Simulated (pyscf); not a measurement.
Optimised with ωB97X-D3(BJ)/def2-SVP in PySCF. Correlated levels are frozen-core, on RHF or UHF. ΔMP2 is the change of the MP2 total energy from the triple- to the quadruple-zeta basis.

Q: Estimate by transition-state theory the rate constant of •H₂C–F + hydrogen chloride (HCl) → fluoromethane (H₃C–F) + Cl atom (Cl•) (doublet surface; Cl–H broken, C–H formed) at 298 K, with CCSD(T)/def2-TZVPP + ΔMP2(QZVPP) energies (ideal gas, 1 atm, RRHO with modes under 100 cm⁻¹ raised to 100, one conformer, R ln 2 for rigid chiral ones; no tunnelling).

A: The electronic barrier is 3.8 kcal/mol and the thermal terms add +8.1, so ΔG‡ = 12.0 kcal/mol. With k_BT/h = 6.21e+12 s⁻¹ and RT = 0.592 kcal/mol, and a volume of 4.06e-20 cm³ per molecule at 1 atm, k = 4.4e-16 cm³ molecule⁻¹ s⁻¹. Wigner's tunnelling factor for 1027i cm⁻¹ would be 2.02, likely too low at so high a frequency. A shift of 1 kcal/mol in the barrier changes k by a factor 5.4. This is the saddle that the search found; another between the same sides may lie lower. The angle at the transferred H is 176°. The CCSD(T) − MP2 part came from Ansatz, without density fitting, on the same reference.
